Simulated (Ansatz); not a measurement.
This script drives the Python package of Ansatz (0.2.0).

`adiabatic.py`
```python
# -*- coding: utf-8 -*-
"""How H2OSSi relaxes after losing an electron."""

import itertools
import logging
import sys

import ansatz as az
from ase import Atoms
from ase.data import atomic_numbers, covalent_radii
import numpy as np

logging.basicConfig(stream=sys.stdout, format="[%(levelname)s] %(message)s")
log = logging.getLogger("calc")
log.setLevel(logging.INFO)

config = {
    "basis": "def2-SVP",
    "functional": "PBE0",
    "net_charge": 1,
}


def main():
    atoms = Atoms(["O", "Si", "S", "H", "H"], positions=[
        (-1.2087, -0.7436, -0.4323),
        (-0.7794, 0.8786, -0.2919),
        (1.0583, 0.7953, 0.7356),
        (-0.8457, -1.3015, 0.2265),
        (1.8254, 0.2976, -0.2793),
    ])
    mol = az.Crystal.molecule_from_ase(atoms)

    setup = mol.calculation().basis(gaussian=config["basis"]).functional(config["functional"])
    symbols = [site.symbol for site in mol.cartesian_sites]
    start = np.array([site.position_ang for site in mol.cartesian_sites], dtype=float)
    r = setup.relax(force_tolerance=0.01).run().report
    end = np.array(r["positions_ang"])

    minimum = az.Crystal.molecule()
    for symbol, place in zip(symbols, end):
        minimum = minimum.atom(symbol, place.tolist())
    ion = minimum.calculation()
    ion = ion.basis(gaussian=config["basis"]).functional(config["functional"])
    ion = ion.charge(config["net_charge"])
    ion = ion.spin("collinear", total=1)
    vertical = ion.run().report
    settled = ion.relax(force_tolerance=0.01, max_steps=80).run().report
    log.info(f"vertical ionisation energy   {vertical['free_energy_ev'] - r['free_energy_ev']:.3f} eV")
    log.info(f"adiabatic, no zero point     {settled['free_energy_ev'] - r['free_energy_ev']:.3f} eV")
    log.info(f"relaxation energy of the ion {vertical['free_energy_ev'] - settled['free_energy_ev']:.3f} eV")
    ionised = np.array(settled["positions_ang"])
    # pairs closer than 1.2 times the sum of covalent radii, before or after
    radius = [covalent_radii[atomic_numbers[s]] for s in symbols]
    span = lambda where, i, j: np.linalg.norm(where[i] - where[j])
    bonded = [(i, j) for i, j in itertools.combinations(range(len(symbols)), 2) if min(span(end, i, j), span(ionised, i, j)) < 1.2 * (radius[i] + radius[j])]
    log.info("pair        before    after (A)")
    for i, j in bonded:
        print(f"{symbols[i]}{i}-{symbols[j]}{j}".ljust(10), f"{span(end, i, j):8.4f} {span(ionised, i, j):8.4f}")


if __name__ == "__main__":
    main()
```

It is started by `python adiabatic.py`. Estimate its wall time and peak memory on 1 thread of Arm Neoverse V1, with other jobs on the host.

It took about 98 s, with a peak of 0.22 GiB, for 3 runs of the engine.

Output of `python adiabatic.py`:
```text
[INFO] vertical ionisation energy   9.325 eV
[INFO] adiabatic, no zero point     8.606 eV
[INFO] relaxation energy of the ion 0.719 eV
[INFO] pair        before    after (A)
O0-Si1       1.6633   1.5990
O0-H3        0.9637   0.9703
Si1-S2       2.1858   2.0735
S2-H4        1.3542   1.3634
```

The energies are electronic: no zero-point or thermal terms, and the basis set is short of its limit. The product may relax into another structure. Each relaxation finds its nearest minimum, which needn't be the lowest.
